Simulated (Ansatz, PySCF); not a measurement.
This PySCF input computes a CCSD(T)/cc-pVDZ energy:

```python
from pyscf import gto, scf, mp, cc as ccmod

mol = gto.M(
    atom='''
    N    -0.00105897    0.01327707    0.48254113
    F     0.00032817    1.23270648   -0.15911563
    F     1.07118647   -0.62149834   -0.10574733
    F    -1.07069100   -0.62153474   -0.11044681
    ''',
    basis='cc-pvdz',
    charge=0,
    spin=0,
    verbose=4,
)

mf = scf.RHF(mol)
mf.conv_tol = 1e-10
mf.max_cycle = 100
mf.kernel()
mp2 = mp.MP2(mf, frozen=4).run()
cc = ccmod.CCSD(mf, frozen=4)
cc.max_cycle = 100
cc.kernel()
et = cc.ccsd_t()
print(f'E(CCSD(T)) = {cc.e_tot + et:.9f}')
```

**Question.** Write an input for the same energy in Ansatz (a first-principles code) and say what it gives.

**Answer.** 
Ansatz 0.2 input:
```yaml
crystal:
  periodic: [false, false, false]
  atoms:
    - {symbol: N, position_ang: [-0.00105897, 0.01327707, 0.48254113]}
    - {symbol: F, position_ang: [0.00032817, 1.23270648, -0.15911563]}
    - {symbol: F, position_ang: [1.07118647, -0.62149834, -0.10574733]}
    - {symbol: F, position_ang: [-1.07069100, -0.62153474, -0.11044681]}
basis:
  gaussian:
    orbitals: cc-pVDZ
magnetization: {spin_polarized: false}
correlation: {method: ccsd_t, electrons: outside_noble_gas}
```
It gives -353.32081 Eh, and PySCF -353.32082 Eh, a difference of 0.01 mEh.
